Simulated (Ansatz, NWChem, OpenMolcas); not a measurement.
## Worked example: CH5N → CH3 + NH2

Species: CH5N (methylamine) `CN`, singlet; CH3 (methyl radical) `[CH3]`, doublet; NH2 `[NH2]`, doublet. 

Shapes, held fixed at every level: PBE0-D4/def2-TZVP. Programs: Ansatz 0.2.0, NWChem 7.3.0, OpenMolcas 26.06. A level may come from different programs for different species; with the same settings they agree closely. Electronic energies: no zero-point or thermal term.

At PBE0/def2-SVP; 1 Eh = 2625.50 kJ/mol:

```
species  energy (Eh)
   CH5N   -95.666423
    CH3   -39.753033
    NH2   -55.764044
```

Problem. Work out ΔE of the reaction at this level.

Solution. 
1. Products less reactants: (-39.753033) + (-55.764044) − [(-95.666423)] = 0.149346 Eh = +392.1 kJ/mol.

Other levels give +243.0 (HF/3-21G) to +373.3 kJ/mol (B3LYP/6-31G* (Cartesian functions)). No measured value is set beside it here. Open shells run unrestricted. PBE0/def2-SVP lies outside the range of all other levels here, so it shouldn't be taken on trust. The median of the other levels is +278.2 kJ/mol.
